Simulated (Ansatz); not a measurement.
The input, for Ansatz 0.2.0:

```yaml
crystal:
  periodic: [false, false, false]
  atoms:
    - {symbol: Al, position_ang: [0.000000, 0.000000, 2.419367]}
    - {symbol: Al, position_ang: [0.000000, 0.000000, -0.261933]}
    - {symbol: C, position_ang: [0.000000, 0.000000, -2.157433]}
basis:
  gaussian: {orbitals: cc-pVTZ}
magnetization: {spin_polarized: false}
correlation: {method: bccd_t, electrons: outside_noble_gas}
```

```sh
$ ansatz run in.yaml --threads 1 --pin off --events-out ev --progress --plain --max-ram 4096MiB --backend cpu
```

Question: Roughly how long does this take on 1 thread of AMD EPYC 7R13, shared host, and how much host memory?

Answer: 43 s wall and 0.3 GiB.

```
620 factors; integrals over basis functions are off by at most 1.4e-3 eV
mean field evaluation 1: about -14175.4104 eV, gradient 5.0e1 eV
mean field evaluation 2: about -14175.4143 eV, gradient 5.0e1 eV
mean field evaluation 4: about -14185.2978 eV, gradient 1.5e1 eV
mean field evaluation 8: about -14187.7487 eV, gradient 1.7e0 eV
mean field evaluation 16: about -14187.7701 eV, gradient 1.3e-6 eV
mean field evaluation 32: about -14185.2948 eV, gradient 1.5e1 eV
mean field evaluation 64: about -14185.8468 eV, gradient 1.9e0 eV
mean field evaluation 96: about -14171.9283 eV, gradient 4.4e1 eV
mean field evaluation 128: about -14187.7700 eV, gradient 8.5e-2 eV
mean field evaluation 160: about -14181.3953 eV, gradient 7.3e0 eV
...
cycle   6  -7.54729560 eV  change   -9.6e-4 eV  update   1.4e-3
cycle   7  -7.54772327 eV  change   -4.3e-4 eV  update   7.7e-4
cycle   8  -7.54839353 eV  change   -6.7e-4 eV  update   4.0e-4
cycle   9  -7.54868818 eV  change   -2.9e-4 eV  update   2.1e-4
cycle  10  -7.54872827 eV  change   -4.0e-5 eV  update   1.1e-4
cycle  11  -7.54868646 eV  change    4.2e-5 eV  update   6.1e-5
cycle  12  -7.54869202 eV  change   -5.6e-6 eV  update   3.7e-5
cycle  13  -7.54868115 eV  change    1.1e-5 eV  update   2.3e-5
cycle  14  -7.54868698 eV  change   -5.8e-6 eV  update   1.4e-5
cycle  15  -7.54868820 eV  change   -1.2e-6 eV  update   7.9e-6
perturbative correction -0.52950363 eV, -0.0194588995 hartree
Total energy: -14197.81150425 eV, -521.7599491590 hartree
```
